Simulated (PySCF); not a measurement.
**Ionising LiF**

RHF-CCSD(T); basis Li cc-pVDZ, F cc-pVDZ; no relativity; PySCF 2.14. Neutral (RHF): singlet (closed shell), Re = 1.590 Å, ωe = 970 cm⁻¹, De = 5.33 eV.

LiF⁺ (UHF): doublet (π ↑), Re = 2.113 Å, ωe = 286 cm⁻¹, De = 0.42 eV to Li⁺ + F. The energies at the minima are -107.15601 hartree for LiF and -106.77926 for LiF⁺.

(1) Work out the adiabatic ionisation energy, without and with harmonic zero-point energies (1 hartree = 27.2114 eV, 1 eV = 8065.5 cm⁻¹), and the change of the bond length.

Correlated steps freeze 1 core orbital. Weak bonds: LiF⁺. Basis-set superposition, not corrected here, can be much of De in a small basis, most of all at correlated wavefunction levels. For an ion De counts to the pair picked by the measured ionisation energies or electron affinities, which need not be the lowest pair at this level. Where the molecule has an RHF reference, its open-shell atoms are computed with UHF. States were picked by a PBE0 search and need not be the measured ground states.

Neutral and ion stand on different kinds of reference determinant, which adds to the error of the difference.

## Answers

(1) At CCSD(T): 0.37675 hartree = 10.252 eV between the minima; the zero-point term (286.0 − 970.0)/2 cm⁻¹ = -0.042 eV makes it 10.209 eV. Re changes by +52.3 pm against the neutral. The electron leaves a π orbital, and the ion is left as a loose complex of an ion and an atom.
